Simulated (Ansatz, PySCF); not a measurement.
Dimer: CH4O (SMILES CO) (first 6 atoms) with CH4O (SMILES CO); geometry from S66by8 set.
(charge 0, multiplicity 1):
```xyz
12

O     -1.6989     0.3308    -0.0909
H     -0.7547     0.3070    -0.2951
C     -2.2148    -0.9572    -0.3563
H     -3.2727    -0.9422    -0.1076
H     -2.1194    -1.2386    -1.4077
H     -1.7376    -1.7322     0.2490
O      1.6619     0.2117    -0.4076
H      2.1307     0.8261    -0.9772
C      2.1707     0.3687     0.9142
H      1.6172    -0.3195     1.5443
H      3.2297     0.1182     0.9709
H      2.0183     1.3794     1.2920
```

Counterpoise-corrected where a basis set is named; no monomer relaxation. Rows marked so take none.

Rows in 3-21G, 6-31G* carry no dispersion term and start afresh at each structure (6-31G* with six Cartesian d functions).

Codes used: Ansatz (Gaussian orbitals); PySCF for 3-21G rows, 6-31G* rows, the dispersion terms. Values without a source in brackets are computed.

**Question.** One of these levels gives -339.1 meV for the interaction energy. Which?
A. B3LYP/3-21G (no counterpoise)
B. M06-2X/6-31G* (no counterpoise)
C. PBE/def2-TZVPPD
D. r2SCAN-D3(BJ)/def2-TZVPPD

**Answer.** A, B3LYP/3-21G (no counterpoise). The others give -160.3 (PBE/def2-TZVPPD), -179.7 (r2SCAN-D3(BJ)/def2-TZVPPD), -229.4 (M06-2X/6-31G* (no counterpoise))

Ansatz is a program for electronic structure.
